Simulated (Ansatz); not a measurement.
Molecule: methyl ethyl ether, C3H8O (charge 0, singlet). SMILES: O(C)CC
Geometry: optimised at B3LYP-D3(BJ)/def2-TZVP (Ansatz, a first-principles code).

Wanted: enthalpy of formation at 298 K, in kcal/mol. Set-up: dispersion terms only where a functional's name holds one; 6-31G* and kin with 6d, 5d where marked; non-relativistic; UHF or UKS for open shells; spin-orbit terms left out. Ab initio and DFT rows: single points at B3LYP-D3(BJ) geometries (Ansatz), with unscaled harmonic terms from B3LYP/6-31G* at its own minima, enthalpies of formation by atomisation with measured atoms.

```json
[
 {"species": "CCOC", "coefficient": "+1", "E at B3LYP/6-31G* (Ansatz), Eh": "-194.34416", "E at B3LYP/def2-TZVPD (Ansatz), Eh": "-194.42869", "H(298 K) - E, kcal/mol": "72.39"},
 {"species": "C atom", "coefficient": "-3", "E at B3LYP/6-31G* (Ansatz), Eh": "-37.84628", "E at B3LYP/def2-TZVPD (Ansatz), Eh": "-37.85953", "H(298 K) - E, kcal/mol": "-"},
 {"species": "H atom", "coefficient": "-8", "E at B3LYP/6-31G* (Ansatz), Eh": "-0.50027", "E at B3LYP/def2-TZVPD (Ansatz), Eh": "-0.50215", "H(298 K) - E, kcal/mol": "-"},
 {"species": "O atom", "coefficient": "-1", "E at B3LYP/6-31G* (Ansatz), Eh": "-75.06062", "E at B3LYP/def2-TZVPD (Ansatz), Eh": "-75.09698", "H(298 K) - E, kcal/mol": "-"}
]
```

The atoms take no thermal term, since their enthalpies of formation at 0 K are used: the result is the sum of coefficient times E, plus the molecule's thermal term, plus number times (enthalpy of formation minus H(298) - H(0)) over the atoms. Measured values of the atoms (G2/97 table in ASE), kcal/mol:

| atom | number | enthalpy of formation of the gas at 0 K | H(298) - H(0) of the element's standard state |
|---|---|---|---|
| C | 3 | 169.98 | 0.25 |
| H | 8 | 51.63 | 1.01 |
| O | 1 | 58.99 | 1.04 |

Measured values: G2/97 table in ASE (Curtiss et al.); they hold spin-orbit and core effects, anharmonicity and other conformers.  Value to compare with, the measured value: -51.7 kcal/mol. 1 Eh = 627.5095 kcal/mol.

Work the quantity out at each level, and compare with the measured value.


- B3LYP/6-31G*: the sum of coefficient times E is -1.74254 Eh, or -1093.46 kcal/mol; the thermal terms add 72.39; the atoms' measured terms add 972.10. Result: -49.0 kcal/mol. Its error against the measured value is 2.7 kcal/mol.
- B3LYP/def2-TZVPD: the sum of coefficient times E is -1.73592 Eh, or -1089.31 kcal/mol; the thermal terms add 72.39; the atoms' measured terms add 972.10. Result: -44.8 kcal/mol. Its error against the measured value is 6.9 kcal/mol.
